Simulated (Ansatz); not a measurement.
**How basis sets differ on Li2 (lithium dimer)**

Li2 has 2 atoms, charge 0, and is taken as a singlet. SMILES: `[Li][Li]`. The bond length is the measured one. The run starts from this shape.

```tsv
atom	x (Å)	y (Å)	z (Å)
Li	0.0000	0.0000	0.0000
Li	0.0000	0.0000	2.6729
```

Each level gives the adiabatic ionisation energy (to the doublet cation, no zero-point term) (eV). The values are calculated.

```
                          level          kind  program  value (eV)
                      HF/STO-3G  Hartree–Fock   Ansatz        3.61
                       HF/3-21G  Hartree–Fock   Ansatz        4.22
HF/6-31G* (Cartesian functions)  Hartree–Fock   Ansatz        4.20
                     HF/cc-pVTZ  Hartree–Fock   Ansatz        4.24
```

The values span 3.61 to 4.24 eV.
